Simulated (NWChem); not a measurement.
Species: CH2 cation, doublet

```xyz
3

C      0.0000     0.0000    -0.0924
H      1.0466     0.0000     0.2772
H     -1.0466     0.0000     0.2772
```
Atoms are numbered in this order, from 1.

Results from NWChem. Spin-unrestricted. Structure relaxed at the PBE0/def2-SVP, spin-unrestricted level. No stability test was run on the SCF state. Level BLYP/def2-TZVP: energy and gradient; each run changes one setting, and changes count from the defaults (medium grid, exact Coulomb integrals, symmetry on).

Q: Which setting moves the energy most, and by about how much (Coulomb fitting, Ahlrichs set; defaults; Becke weights; tight SCF thresholds and tolerances)?

A: Coulomb fitting, Ahlrichs set, by about 90 μHa.
```json
[
 {"setting": "defaults", "size of the energy change (μHa)": "< 10", "largest change of a gradient component (μHa/bohr)": "< 30"},
 {"setting": "Becke weights", "size of the energy change (μHa)": "< 10", "largest change of a gradient component (μHa/bohr)": "< 30"},
 {"setting": "Coulomb fitting, Ahlrichs set", "size of the energy change (μHa)": "90", "largest change of a gradient component (μHa/bohr)": "70"},
 {"setting": "tight SCF thresholds and tolerances", "size of the energy change (μHa)": "< 10", "largest change of a gradient component (μHa/bohr)": "< 30"}
]
```
